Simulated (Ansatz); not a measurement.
One elementary step

Start structure (CH₅AlO, singlet), relaxed at PBE0-D4/def2-TZVP:

Al1  (-0.682, 0.588, 0.003)
C2  (1.071, -0.177, -0.373)
H3  (-1.164, 2.010, -0.492)
O4  (-1.833, -0.263, 0.919)
H5  (1.613, -0.406, 0.550)
H6  (0.984, -1.118, -0.927)
H7  (1.695, 0.498, -0.965)
H8  (-1.683, -1.133, 1.284)
(Å)

The step: CH₅AlO ([CH3][AlH][OH]) → AlHO ([OH][Al]) + CH₄; bonds formed: C2–H3; bonds broken: Al1–C2, Al1–H3. Computed with Ansatz 0.2.0 (basis: def2-TZVPP and def2-QZVPP); correlated methods freeze the cores. Extrapolation: Hartree–Fock as exp(−7.88 √X), correlation as X^−2.97. Energies below are by CCSD(T) at an estimated basis limit (MP2 extrapolated from triple and quadruple zeta, plus CCSD(T) − MP2 in triple zeta).

(1) What are the electronic barrier and the energy of the step, from the start structure to the end structure? (To be estimated.)

No T1 diagnostic of these runs exceeds 0.019. The restricted Hartree–Fock reference is unstable towards an unrestricted one at one or more of these structures. A large double-excitation amplitude points to some diradical character; no triplet was computed. The start structure is not quite a true minimum (one mode of 28i cm⁻¹).

## Answers

(1) The calculation gives: Barrier 82.21 kcal/mol; step energy 11.96 kcal/mol (uphill); reverse barrier, their difference, 70.25 kcal/mol. Barrier and step energy count from the start structure, the reverse barrier from the end structure.

The saddle point: One imaginary mode of 1432i cm⁻¹.
| pair | start (Å) | saddle (Å) | end (Å) |
| --- | --- | --- | --- |
| C2–H3 | 3.13 | 1.75 | 1.09 |
| Al1–C2 | 1.95 | 2.20 | 3.83 |
| Al1–H3 | 1.58 | 1.57 | 3.52 |

Zero-point energy (harmonic, PBE0-D4): ZPE is 34.89 kcal/mol at the start and 33.10 kcal/mol at the saddle, so the barrier goes from 82.21 to 80.41 kcal/mol.

Labels in which every atom is bracketed show which atoms are joined, not bond orders.

For scale, one of the runs: CCSD(T)/def2-TZVPP, 174 basis functions, launched by `ansatz run in.yaml --threads 2 --pin off --events-out ev --progress --plain --max-ram 4352MiB`. Hardware: 2 CPU threads of an Arm Neoverse V1, shared host. Wall time 26 s; peak host memory 1.5 GiB.
